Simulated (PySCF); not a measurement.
**Electron affinity of F by level of theory**

F⁻ [Ne] (1S) → F [He] 2s2 2p5 (2P), as a difference of total energies. All numbers are calculated (PySCF 2.14, scalar relativity by spin-free X2C-1e, in dyall-acv3z (15s9p4d2f, 76 functions)). Correlated levels: valence: 1s2 frozen; virtual orbitals above 40 to 60 times the deepest correlated orbital energy dropped. The calculations carry no spin-orbit coupling.

| method | electron affinity (eV) | plus first-order spin-orbit estimate | error of that sum (eV) |
| --- | --- | --- | --- |
| UHF | 1.166 | 1.149 | -2.252 |
| MP2 (valence) | 3.628 | 3.610 | +0.209 |
| SCS-MP2 (valence) | 3.442 | 3.424 | +0.023 |
| CCSD (valence) | 3.132 | 3.115 | -0.286 |
| CCSD(T) (valence) | 3.299 | 3.281 | -0.120 |

Reference: 3.401 eV (measured; photodetachment measurements, as compiled on the Wikipedia data page of electron affinities).

A first-order spin-orbit estimate (lowest level to lowest level, LS coupling) adds -0.018 eV.

Errors of the correlated levels include the incompleteness of this basis and the frozen core.
